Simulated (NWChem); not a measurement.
# Si2H6 (SMILES [SiH3][SiH3]): M06-2X/6-311+G(d,p), part 2 of 2

NWChem 7.3.0.

## Step 3: The doublet cation at the same level

h6si2.nw

```
start h6si2
title "H6Si2 M06-2X"
memory stack 880 mb heap 220 mb global 1100 mb
charge 1

geometry noautosym nocenter noautoz
   Si    -0.340500     0.490200    -1.004900
   Si     0.363500    -0.504400     0.991000
   H      0.833900     0.948200    -1.794900
   H     -1.112900    -0.483900    -1.821900
   H     -1.208000     1.664100    -0.717900
   H      1.139000     0.468600     1.806300
   H      1.228100    -1.680500     0.704000
   H     -0.811000    -0.959200     1.782600
end

basis spherical bse
   * library 6-311+G**
end

dft
   xc m06-2x
   mult 2
   grid medium
   convergence energy 1e-08
   maxiter 100
   mulliken
   print low
end

task dft energy
```

The run is started by

```bash
$ nwchem h6si2.nw > h6si2.out
```

What it wrote:

```text
Northwest Computational Chemistry Package (NWChem) 7.3.0
             --------------------------------------------------------

           Job information
           ---------------

    nwchem branch   = 7.3.0
    use scalapack   = T
    input           = h6si2.nw
    prefix          = h6si2.
    data base       = ./h6si2.db
    status          = startup
    nproc           =        1

           Memory information
           ------------------

    heap     =     28835836 doubles =      220.0 Mbytes
    stack    =    115343361 doubles =      880.0 Mbytes
    global   =    144179200 doubles =     1100.0 Mbytes (distinct from heap & stack)
    total    =    288358397 doubles =     2200.0 Mbytes
    verify   = yes
    hardfail = no

           Directory information
           ---------------------

  0 permanent = .
  0 scratch   = .

                                NWChem Input Module
                                -------------------

                                   H6Si2 M06-2X
                                   ------------

 Scaling coordinates for geometry "geometry" by  1.889725989
 (inverse scale =  0.529177249)

                             Geometry "geometry" -> ""
                             -------------------------

 Output coordinates in angstroms (scale by  1.889725989 to convert to a.u.)

  No.       Tag          Charge          X              Y              Z
 ---- ---------------- ---------- -------------- -------------- --------------
    1 Si                  14.0000    -0.34050000     0.49020000    -1.00490000
    2 Si                  14.0000     0.36350000    -0.50440000     0.99100000
    3 H                    1.0000     0.83390000     0.94820000    -1.79490000
    4 H                    1.0000    -1.11290000    -0.48390000    -1.82190000
    5 H                    1.0000    -1.20800000     1.66410000    -0.71790000
    6 H                    1.0000     1.13900000     0.46860000     1.80630000
    7 H                    1.0000     1.22810000    -1.68050000     0.70400000
    8 H                    1.0000    -0.81100000    -0.95920000     1.78260000

      Atomic Mass
      -----------

      Si                27.976930
      H                  1.007825

 Effective nuclear repulsion energy (a.u.)      90.7730877349

            Nuclear Dipole moment (a.u.)
            ----------------------------
        X                 Y               Z
 ---------------- ---------------- ----------------
     0.7390718341    -0.4563688262    -0.4467312237

            XYZ format geometry
            -------------------
     8
 geometry
 Si                   -0.34050000     0.49020000    -1.00490000
 Si                    0.36350000    -0.50440000     0.99100000
 H                     0.83390000     0.94820000    -1.79490000
 H                    -1.11290000    -0.48390000    -1.82190000
 H                    -1.20800000     1.66410000    -0.71790000
 H                     1.13900000     0.46860000     1.80630000
 H                     1.22810000    -1.68050000     0.70400000
 H                    -0.81100000    -0.95920000     1.78260000

 ==============================================================================
                                internuclear distances
 ------------------------------------------------------------------------------
       center one      |      center two      | atomic units |  angstroms
 ------------------------------------------------------------------------------
    2 Si               |   1 Si               |     4.41908  |     2.33847
    3 H                |   1 Si               |     2.81124  |     1.48764
    4 H                |   1 Si               |     2.81116  |     1.48760
    5 H                |   1 Si               |     2.81116  |     1.48760
    6 H                |   2 Si               |     2.81109  |     1.48756
    7 H                |   2 Si               |     2.81126  |     1.48765
    8 H                |   2 Si               |     2.81114  |     1.48759
 ------------------------------------------------------------------------------
                         number of included internuclear distances:          7
 ==============================================================================

 ==============================================================================
                                 internuclear angles
 ------------------------------------------------------------------------------
        center 1       |       center 2       |       center 3       |  degrees
 ------------------------------------------------------------------------------
    2 Si               |   1 Si               |   3 H                |   110.28
    2 Si               |   1 Si               |   4 H                |   110.28
    2 Si               |   1 Si               |   5 H                |   110.27
    3 H                |   1 Si               |   4 H                |   108.65
    3 H                |   1 Si               |   5 H                |   108.65
    4 H                |   1 Si               |   5 H                |   108.66
    1 Si               |   2 Si               |   6 H                |   110.28
    1 Si               |   2 Si               |   7 H                |   110.28
    1 Si               |   2 Si               |   8 H                |   110.27
    6 H                |   2 Si               |   7 H                |   108.65
    6 H                |   2 Si               |   8 H                |   108.66
    7 H                |   2 Si               |   8 H                |   108.65
 ------------------------------------------------------------------------------
                            number of included internuclear angles:         12
 ==============================================================================

 Summary of "ao basis" -> "" (spherical)
 ------------------------------------------------------------------------------
       Tag                 Description            Shells   Functions and Types
 ---------------- ------------------------------  ------  ---------------------
 *                         6-311+G**                  on all atoms

                                 NWChem DFT Module
                                 -----------------

                                   H6Si2 M06-2X

                      Basis "ao basis" -> "ao basis" (spherical)
                      -----
  [basis functions not shown]

 Summary of "ao basis" -> "ao basis" (spherical)
 ------------------------------------------------------------------------------
       Tag                 Description            Shells   Functions and Types
 ---------------- ------------------------------  ------  ---------------------
 Si                        6-311+G**                14       30   7s6p1d
 H                         6-311+G**                 4        6   3s1p

  Caching 1-el integrals
   Time after variat. SCF:      0.3

     ---------------------------------------------
      Total Density - Mulliken Population Analysis
     ---------------------------------------------

    Atom       Charge   Shell Charges
 -----------   ------   -------------------------------------------------------
    1 Si  14    13.80   0.79  1.18  1.02  0.98  1.00  0.45  2.04  3.90  0.63  1.50  0.24  0.02 -0.01  0.08
    2 Si  14    13.80   0.79  1.18  1.02  0.98  1.00  0.45  2.04  3.90  0.63  1.50  0.24  0.02 -0.01  0.08
    3 H    1     0.90   0.21  0.50  0.18  0.01
    4 H    1     0.90   0.21  0.50  0.18  0.01
    5 H    1     0.90   0.21  0.50  0.18  0.01
    6 H    1     0.90   0.21  0.50  0.18  0.01
    7 H    1     0.90   0.21  0.50  0.18  0.01
    8 H    1     0.90   0.21  0.50  0.18  0.01

     --------------------------------------------
      Spin Density - Mulliken Population Analysis
     --------------------------------------------

    Atom       Charge   Shell Charges
 -----------   ------   -------------------------------------------------------
    1 Si  14     0.39   0.00 -0.00  0.00 -0.00  0.00  0.00  0.01 -0.00  0.09  0.26  0.02  0.00  0.00  0.01
    2 Si  14     0.39   0.00 -0.00  0.00 -0.00  0.00  0.00  0.01 -0.00  0.09  0.26  0.02  0.00  0.00  0.01
    3 H    1     0.04   0.01  0.02  0.01  0.00
    4 H    1     0.04   0.01  0.02  0.01  0.00
    5 H    1     0.04   0.01  0.02  0.01  0.00
    6 H    1     0.04   0.01  0.02  0.01  0.00
    7 H    1     0.04   0.01  0.02  0.01  0.00
    8 H    1     0.04   0.01  0.02  0.01  0.00
   Time prior to 1st pass:      0.3

           Memory utilization after 1st SCF pass:
           Heap Space remaining (MW):        0.00                 210
          Stack Space remaining (MW):      115.34           115342268

   convergence    iter        energy       DeltaE   RMS-Dens  Diis-err    time
 ---------------- ----- ----------------- --------- --------- ---------  ------
 d= 0,ls=0.0,diis     1   -582.0598603390 -6.73D+02  3.53D-03  6.27D-01     2.0
                                                     3.63D-03  6.37D-01
 d= 0,ls=0.0,diis     2   -582.1250551435 -6.52D-02  9.16D-04  1.06D-01     3.7
                                                     8.00D-04  1.02D-01
 d= 0,ls=0.0,diis     3   -582.1364856279 -1.14D-02  2.29D-04  3.78D-04     5.3
                                                     2.51D-04  4.32D-04
 d= 0,ls=0.0,diis     4   -582.1362079658  2.78D-04  1.11D-04  1.06D-04     7.0
                                                     1.04D-04  7.25D-05
 d= 0,ls=0.0,diis     5   -582.1362787095 -7.07D-05  5.35D-05  2.28D-06     8.8
                                                     6.25D-05  2.61D-06
  Resetting Diis
 d= 0,ls=0.0,diis     6   -582.1362833862 -4.68D-06  7.12D-06  1.99D-07    10.4
                                                     7.51D-06  1.35D-07
 d= 0,ls=0.0,diis     7   -582.1362836455 -2.59D-07  2.61D-06  2.88D-08    12.1
                                                     2.79D-06  2.93D-08
 d= 0,ls=0.0,diis     8   -582.1362837093 -6.38D-08  1.10D-06  4.40D-09    13.7
                                                     1.70D-06  9.55D-09
 d= 0,ls=0.0,diis     9   -582.1362837286 -1.93D-08  9.27D-07  2.92D-09    15.3
                                                     8.39D-07  1.32D-09
 d= 0,ls=0.0,diis    10   -582.1362837326 -4.01D-09  1.45D-07  3.70D-11    17.0
                                                     1.62D-07  6.41D-11

         Total DFT energy =     -582.136283732620
      One electron energy =     -978.408987427734
           Coulomb energy =      349.201031326179
    Exchange-Corr. energy =      -43.701415365955
 Nuclear repulsion energy =       90.773087734890

 Numeric. integr. density =       33.000017474045

     Total iterative time =     16.7s

     ---------------------------------------------
      Total Density - Mulliken Population Analysis
     ---------------------------------------------

    Atom       Charge   Shell Charges
 -----------   ------   -------------------------------------------------------
    1 Si  14    13.59   0.79  1.18  0.94  1.05  0.88  0.56  1.98  3.90  0.63  1.51  0.06 -0.01  0.02  0.11
    2 Si  14    13.59   0.79  1.18  0.94  1.05  0.88  0.56  1.98  3.90  0.63  1.51  0.06 -0.01  0.02  0.11
    3 H    1     0.97   0.24  0.54  0.18  0.01
    4 H    1     0.97   0.24  0.54  0.18  0.01
    5 H    1     0.97   0.24  0.54  0.18  0.01
    6 H    1     0.97   0.24  0.54  0.18  0.01
    7 H    1     0.97   0.24  0.54  0.18  0.01
    8 H    1     0.97   0.24  0.54  0.18  0.01

     --------------------------------------------
      Spin Density - Mulliken Population Analysis
     --------------------------------------------

    Atom       Charge   Shell Charges
 -----------   ------   -------------------------------------------------------
    1 Si  14     0.40  -0.00  0.00  0.00 -0.00  0.02 -0.01  0.01 -0.00  0.09  0.29 -0.01 -0.00  0.01  0.02
    2 Si  14     0.40  -0.00  0.00  0.00 -0.00  0.02 -0.01  0.01 -0.00  0.09  0.29 -0.01 -0.00  0.01  0.02
    3 H    1     0.03   0.01  0.02  0.01  0.00
    4 H    1     0.03   0.01  0.02  0.01  0.00
    5 H    1     0.03   0.01  0.02  0.01  0.00
    6 H    1     0.03   0.01  0.02  0.01  0.00
    7 H    1     0.03   0.01  0.02  0.01  0.00
    8 H    1     0.03   0.01  0.02  0.01  0.00

     -------------------------------------------
      Total Density - Lowdin Population Analysis
     -------------------------------------------

    Atom       Charge   Shell Charges
 -----------   ------   -------------------------------------------------------
    1 Si  14    13.47   0.90  1.08  0.94  1.02  0.58  0.39  2.17  3.52  0.83  1.22  0.48  0.08  0.13  0.12
    2 Si  14    13.47   0.90  1.08  0.94  1.02  0.58  0.39  2.17  3.52  0.83  1.22  0.48  0.08  0.13  0.12
    3 H    1     1.01   0.25  0.48  0.25  0.03
    4 H    1     1.01   0.25  0.48  0.25  0.03
    5 H    1     1.01   0.25  0.48  0.25  0.03
    6 H    1     1.01   0.25  0.48  0.25  0.03
    7 H    1     1.01   0.25  0.48  0.25  0.03
    8 H    1     1.01   0.25  0.48  0.25  0.03

     ------------------------------------------
      Spin Density - Lowdin Population Analysis
     ------------------------------------------

    Atom       Charge   Shell Charges
 -----------   ------   -------------------------------------------------------
    1 Si  14     0.41  -0.00  0.00  0.00  0.00  0.01 -0.00  0.01  0.00  0.09  0.23  0.04  0.00  0.00  0.02
    2 Si  14     0.41  -0.00  0.00  0.00  0.00  0.01 -0.00  0.01  0.00  0.09  0.23  0.04  0.00  0.00  0.02
    3 H    1     0.03   0.01  0.02  0.00  0.00
    4 H    1     0.03   0.01  0.02  0.00  0.00
    5 H    1     0.03   0.01  0.02  0.00  0.00
    6 H    1     0.03   0.01  0.02  0.00  0.00
    7 H    1     0.03   0.01  0.02  0.00  0.00
    8 H    1     0.03   0.01  0.02  0.00  0.00

     --------------------------
     Expectation value of S2:
     --------------------------
      <S2> =      0.7516 (Exact =     0.7500)

 Task  times  cpu:       17.0s     wall:       17.0s
 Total times  cpu:       17.0s     wall:       17.0s
```

Wall time 18 s (1 thread of Intel Xeon 6975P-C (Granite Rapids), shared host); peak memory 0.11 GiB.

## Step 4: What came out

What follows sums up all 2 parts.

At M06-2X/6-311+G**:

```
                                          quantity          value
                       singlet Si2H6: total energy  -582.52622 Eh
                      doublet cation: total energy  -582.13628 Eh
                              doublet cation: ⟨S²⟩          0.752
vertical ionisation energy (to the doublet cation)      10.611 eV
```

**Reading.** The vertical ionisation energy comes to 10.61 eV (245 kcal/mol). Mulliken charges (singlet Si2H6) run from -0.10 on H3 to +0.30 on Si1; in a basis this large or diffuse they mean little.
